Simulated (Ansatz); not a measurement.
`CCC(F)S` → `[CH]F` + `CCS` at 298.15 K and 1 bar (formal loss of a carbene).

Gas-phase electronic energies from Ansatz, PBE0-D4/def2-TZVP geometries. CCSD(T)/CBS adds triple-zeta CCSD(T) − MP2 to the extrapolated MP2 energy (def2 sets, frozen cores). This one scheme is used for every species. One conformer a species, not always the lowest.

```
  species  CCSD(T)/CBS energy (Eh)  H − E (kJ/mol)  S (J/(mol·K))
`CCC(F)S`               -615.93705           271.5          331.0
  `[CH]F`               -138.29972            42.7          223.2
    `CCS`               -477.49091           211.5          284.3
```

H − E and S are ideal-gas, rigid-rotor, harmonic terms from PBE0-D4/def2-TZVP, for one conformer and one mirror image of each species. 1 Eh = 2625.50 kJ/mol, R = 8.31446 J/(mol·K).

Q: By hand: ΔE, ΔH, ΔS and ΔG.

A: ΔE = (-138.29972) + (-477.49091) − (-615.93705) = 0.14642 Eh = 384.4 kJ/mol. Δ(H − E) = 42.7 + 211.5 − 271.5 = -17.3, so ΔH = 367.1 kJ/mol. ΔS = 223.2 + 284.3 − 331.0 = 176.5 J/(mol·K). ΔG = 367.1 − 298.15 × (176.5)/1000 = 314.5 kJ/mol.

Q: By hand: the equilibrium constant, and the temperature at which ΔG would vanish if ΔH and ΔS stayed fixed.

A: log₁₀ K = −ΔG/(RT ln 10) = -55.1. ΔG = 0 at ΔH/ΔS = 2080 K.

The number of gas molecules changes by +1, which sets the sign of ΔS. A doubt of 5 kJ/mol in ΔE shifts log₁₀ K by 0.9 here. Other conformers and mirror images would add mixing entropy, several J/(mol·K) or more a flexible species. These are equilibria of isolated gas molecules and say nothing of rates. Largest T1 diagnostic: 0.018 (customary marks: 0.02 for closed shells, 0.045 for open ones).
